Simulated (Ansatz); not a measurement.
A calculation with Ansatz (development build ahead of 0.2.0).

```yaml
crystal:
  periodic: [false, false, false]
  atoms:
    - { symbol: C, position_ang: [-0.04847, -0.01178, -0.3019] }
    - { symbol: O, position_ang: [0.03611, 1.11357, 0.23585] }
    - { symbol: O, position_ang: [0.00493, -1.08649, 0.1864] }
    - { symbol: H, position_ang: [0.02345, 0.01409, -1.43118] }
basis:
  gaussian: { orbitals: STO-3G }
total_charge: -1
hamiltonian:
  xc: hf
```

The input is written out in the form of the current development build from the run's settings.

Results

| Item | Value |
| --- | --- |
| Converged | yes |
| Total energy | -185.44005 hartree |
| Spin squared of the determinant | 0.000 |

Caution: no diffuse functions for an anion.
